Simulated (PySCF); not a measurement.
Compound: C₆H₈.
Atom-mapped SMILES: `[CH:1]#[C:2][C:3]1([CH3:4])[CH2:5][CH2:6]1` (hydrogens: H7 on C1; H8, H9, H10 on C4; H11, H12 on C5; H13, H14 on C6)

Geometry (PBE0-D3(BJ)/def2-SVP, Å), atoms numbered from 1 in this order:
```
atom  x, y, z in Å
C1     2.3721   -0.2548    1.2430
C2     1.3120   -0.1555    0.6631
C3     0.0518   -0.0097   -0.0279
C4    -0.3280    1.4143   -0.3757
C5    -0.3468   -1.1176   -0.9798
C6    -1.0492   -0.9851    0.3313
H7     3.3103   -0.3499    1.7563
H8    -0.4139    2.0299    0.5324
H9     0.4288    1.8729   -1.0298
H10   -1.2952    1.4376   -0.8996
H11    0.3532   -1.9455   -1.1122
H12   -0.8745   -0.8158   -1.8886
H13   -0.8370   -1.7207    1.1102
H14   -2.0690   -0.5908    0.3405
```

Jobs on this species (14 atoms, 44 electrons) with PySCF (density fitting). Hardware of each: an Arm Neoverse V1 with one thread, on a shared host. Times come from a shared host and carry two figures at best.

| level and settings | work | basis functions | SCF cycles | wall time |
| --- | --- | --- | --- | --- |
| PBE0/def2-SVPD | 10 singlets by full TDDFT, 4 Tamm–Dancoff triplets, polarisability, ΔSCF ions | 184 | ? | ? |
| LDA/def2-SVPD | 10 singlets by full TDDFT, 4 Tamm–Dancoff triplets, polarisability, ΔSCF ions | 184 | ? | ? |
| HF/def2-SVPD | 10 singlets by TDHF, 4 Tamm–Dancoff triplets, polarisability, ΔSCF ions | 184 | ? | ? |
| PBE/def2-SVPD | 10 singlets by full TDDFT, 4 Tamm–Dancoff triplets, polarisability, ΔSCF ions | 184 | 14 | 88 s |
| BHandHLYP/def2-SVPD | 10 singlets by full TDDFT, 4 Tamm–Dancoff triplets, polarisability, ΔSCF ions | 184 | 12 | 70 s |
| PBE0-D3(BJ)/def2-SVP, grid level 1 | geometry optimisation from a GFN2-xTB start | 124 | 25 | 27 s |
| B3LYP/def2-SVPD | 10 singlets by full TDDFT, 4 Tamm–Dancoff triplets, polarisability, ΔSCF ions | 184 | 14 | 74 s |

Task: Fill in the missing figures.

Result: 
- PBE0/def2-SVPD; 10 singlets by full TDDFT, 4 Tamm–Dancoff triplets, polarisability, ΔSCF ions: 73 s, 14 SCF cycles
- LDA/def2-SVPD; 10 singlets by full TDDFT, 4 Tamm–Dancoff triplets, polarisability, ΔSCF ions: 58 s, 14 SCF cycles
- HF/def2-SVPD; 10 singlets by TDHF, 4 Tamm–Dancoff triplets, polarisability, ΔSCF ions: 26 s, 12 SCF cycles

Task: What do all jobs in the table cost together?

Result: About 6.9 min; the longest takes about 21 % of that, and about 3.4 times as long as the shortest.
